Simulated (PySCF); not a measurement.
Task: Give a PBE0-D3(BJ)/def2-SVP geometry of `FC1C=C1`.

Result: 
```xyz
7
C3H3F angstrom
F     -1.3230   -0.4300   -1.1788
C     -0.1116    0.0096   -0.7036
C      0.4301   -0.5871    0.5227
C     -0.0526    0.6244    0.6265
H      0.5066    0.3284   -1.5550
H      0.8816   -1.4593    0.9907
H     -0.2986    1.4854    1.2443
```

Any rigid rotation of these coordinates is as good. Atoms count from 1 in this order. The 3-membered ring C2–C3–C4 has internal angles of 53.0° to 63.6°. The C–C distances run from 1.308 Å (C3=C4, drawn double) to 1.467 Å (C2–C3, drawn single), a spread of 0.159 Å.

Bonds between heavy atoms (Å): F1–C2 1.373, C2–C3 1.467, C3=C4 1.308, C2–C4 1.466.

Method used: PBE0-D3(BJ)/def2-SVP geometry optimisation, gas phase in PySCF 2.14.0.

Point group: Cs (tolerance 0.08 Å). Stationary, but not proved a minimum.

The run took 7.9 s wall on an Intel Xeon 6975P-C with one thread, on a shared host, and the process peaked at 0.31 GiB of memory. That covers the optimisation of the geometry.
